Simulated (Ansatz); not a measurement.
Molecular dynamics, step by step

CH$_{2}$F (SMILES [CH2+]F) (charge +1), closed shell, PBE-D4/cc-pVDZ (Ansatz 0.2.0). Settings (timestep in fs, temperature in K; T counts 6 degrees of freedom):

```yaml
hamiltonian: {xc: pbe, dispersion: d4}
md: {n_steps: 40, timestep: 0.5, temperature: 300, ensemble: nve, seed: 446, initial_velocities: maxwell_boltzmann}
```

Start (the SMILES describes the start alone):

C1  (-0.031, -0.025, -0.025)
F2  (0.840, 0.600, 0.570)
H3  (-0.688, 0.536, -0.720)
H4  (-0.121, -1.111, 0.175)
(Å)

| step | time (fs) | potential energy less the start (meV) | kinetic energy (meV) | T (K) |
| --- | --- | --- | --- | --- |
| 0 | 0.00 | 0.0 | 77.6 | 300 |
| 2 | 1.00 | 15.3 | 62.5 | 242 |
| 4 | 2.00 | 35.9 | 42.3 | 164 |
| 6 | 3.00 | 40.2 | 37.9 | 147 |
| 8 | 4.00 | 30.5 | 47.3 | 183 |
| 10 | 5.00 | 27.3 | 50.4 | 195 |
| 12 | 6.00 | 39.4 | 38.5 | 149 |
| 14 | 7.00 | 56.1 | 22.0 | 85 |
| 16 | 8.00 | 61.4 | 16.8 | 65 |
| 18 | 9.00 | 49.3 | 28.8 | 111 |
| 20 | 10.00 | 29.4 | 48.4 | 187 |
| 22 | 11.00 | 19.0 | 58.7 | 227 |
| 24 | 12.00 | 24.2 | 53.7 | 208 |
| 26 | 13.00 | 30.1 | 48.1 | 186 |
| 28 | 14.00 | 20.2 | 57.8 | 224 |
| 30 | 15.00 | 2.6 | 75.0 | 290 |
| 32 | 16.00 | -0.7 | 78.3 | 303 |
| 34 | 17.00 | 16.3 | 61.6 | 238 |
| 36 | 18.00 | 39.8 | 38.3 | 148 |
| 38 | 19.00 | 53.3 | 24.9 | 96 |
| 40 | 20.00 | 52.2 | 25.9 | 100 |

Step 2, positions (Å) and forces (eV/Å):

| atom | x | y | z | Fx | Fy | Fz |
| --- | --- | --- | --- | --- | --- | --- |
| C1 | -0.032 | -0.020 | -0.029 | -0.445 | -1.434 | 0.147 |
| F2 | 0.841 | 0.598 | 0.571 | 0.853 | 0.780 | 0.488 |
| H3 | -0.690 | 0.513 | -0.712 | -0.446 | 0.659 | -0.602 |
| H4 | -0.109 | -1.112 | 0.190 | 0.038 | -0.005 | -0.033 |

Step 36, positions (Å) and forces (eV/Å):

| atom | x | y | z | Fx | Fy | Fz |
| --- | --- | --- | --- | --- | --- | --- |
| C1 | -0.037 | -0.042 | -0.020 | -0.784 | 1.446 | -1.361 |
| F2 | 0.844 | 0.609 | 0.571 | 0.187 | -0.475 | 0.368 |
| H3 | -0.659 | 0.607 | -0.743 | 0.369 | -0.825 | 0.655 |
| H4 | -0.156 | -1.137 | 0.125 | 0.227 | -0.146 | 0.338 |

Step 38, positions (Å) and forces (eV/Å):

| atom | x | y | z | Fx | Fy | Fz |
| --- | --- | --- | --- | --- | --- | --- |
| C1 | -0.033 | -0.042 | -0.017 | -1.138 | 1.362 | -1.648 |
| F2 | 0.843 | 0.608 | 0.569 | 0.490 | -0.351 | 0.598 |
| H3 | -0.654 | 0.611 | -0.740 | 0.364 | -0.856 | 0.660 |
| H4 | -0.166 | -1.137 | 0.117 | 0.284 | -0.155 | 0.390 |

Last step (40):

```xyz
4
angstrom
C -0.0308 -0.0402 -0.0155
F 0.8409 0.6076 0.5680
H -0.6457 0.6070 -0.7304
H -0.1726 -1.1377 0.1122
```

Hardware: 2 CPU threads of an Arm Neoverse V2, shared host. Wall time about 8.5 s.
